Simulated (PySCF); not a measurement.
C3H5N3.
Numbering: `[CH3:1][n:2]1[cH:3][n:4][cH:5][n:6]1` (hydrogens: H7, H8, H9 on C1; H10 on C3; H11 on C5)

Method: core-valence-separated Tamm–Dancoff BHandHLYP/aug-pcX-1 (pcseg-1 on H) in PySCF, non-relativistic, gas phase, PBE0-D3(BJ)/def2-SVP geometry. The energies are unshifted.

Question: Give energies, oscillator strengths and core holes at the C K edge.

Answer: 
```tsv
E (eV)	f	core hole on	main final orbital	polarisation
284.34	0.0629	C5	LUMO+11 (38 %)	normal to the local trigonal plane
284.46	0.0725	C3	LUMO+1 (48 %)	normal to the local trigonal plane
286.71	0.0159	C1	LUMO (78 %)	–
287.07	0.0179	C1	LUMO+1 (78 %)	–
287.19	0.0021	C5	LUMO+1 (62 %)	normal to the local trigonal plane
287.37	0.0317	C1	LUMO+2 (31 %)	–
287.42	0.0192	C5	LUMO+3 (70 %)	in the local trigonal plane
287.50	0.0189	C3	LUMO+2 (44 %)	in the local trigonal plane
287.66	0.0233	C1	spread	–
288.16	0.0011	C5	LUMO (80 %)	in the local trigonal plane
288.38	0.0198	C1	LUMO+8 (53 %)	–
288.68	0.0000	C3	LUMO+4 (63 %)	–
288.75	0.0075	C5	LUMO+2/LUMO+4 (2 roots, f summed)	mixed
```

The first line with a tenth or more of the strongest one's intensity is at 284.34 eV (f = 0.063), with the hole on C5 (aromatic CH next to a ring nitrogen), polarised normal to the local trigonal plane: a 1s→π* resonance. The strongest listed is at 284.46 eV (f = 0.072; C3, 1s→π*).

Question: What does the N 1s absorption edge look like?

Answer: 
```csv
E (eV),f,core hole on,main final orbital,polarisation
397.50,0.0583,N4,spread,–
397.88,0.0583,N6,LUMO+4 (45 %),–
400.04,0.0021,N4,LUMO+4 (47 %),–
400.20,0.0443,N2,LUMO+1 (62 %),normal to the local trigonal plane
400.96,0.0010,N4,LUMO+2 (43 %),–
401.36,0.0013,N4,LUMO (47 %),–
401.76,0.0004,N4,LUMO+3 (37 %),–
401.77,0.0016,N6,LUMO (49 %),–
401.86,0.0012,N6,LUMO+1 (48 %),–
401.98,0.0006,N4,"LUMO+4/LUMO+5 (2 roots, f summed)",–
402.17,0.0246,N6,LUMO (32 %),–
402.37,0.0028,N4,LUMO+6 (48 %),–
402.48,0.0082,N6,LUMO+2 (47 %),–
402.59,0.0003,N4,spread,–
```

The first line with a tenth or more of the strongest one's intensity is at 397.50 eV (f = 0.058), with the hole on N4 (pyridine-type nitrogen). It is also the strongest listed.

Roots within 0.03 eV whose holes lie on the same, on equivalent or on shared atoms are summed into one line, and the highest roots are left out, as the search may have cut off their partners. Final orbitals are the ground state's empty Kohn–Sham orbitals. A dash: too weak, shared between unlike atoms, or no plane or axis to refer to.

Question: What are the wavelength and the wavenumber of the 287.42 eV line?

Answer: λ = 12398.42 eV Å/287.42 eV = 43.137 Å; 2.3182 × 10⁶ cm⁻¹.

Only the lowest roots of each edge were sought.
